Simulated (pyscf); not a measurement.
`[F][SiH3]` + `[OH][SiH3]` -> `[F][SiH2][O][SiH3]` + `[H][H]`, a four-centre exchange (singlet surface; H–Si, H–O broken, O–Si, H–H formed). Single points on ωB97X-D3(BJ)/def2-SVP structures (PySCF, gas phase). Energies in kcal/mol from the separated reactants.

Small-basis levels: PySCF, no dispersion term, spherical d functions. 

### Question
Quick HF/STO-3G single points give ΔE‡ = 60.3 kcal/mol and ΔE = -11.1 kcal/mol. What does ωB97M-D3(BJ)/def2-TZVP give, and how far is the quick result from it?

### Answer
ωB97M-D3(BJ)/def2-TZVP gives ΔE‡ = 26.7 kcal/mol and ΔE = -26.2 kcal/mol. HF/STO-3G lies 33.6 kcal/mol over it in the barrier and 15.2 kcal/mol over it in the reaction energy, so on this step it does not hold to within 3.0 kcal/mol. ωB97M-D3(BJ)/def2-TZVP has limits of its own. One saddle was located; it need not be the lowest between these sides.
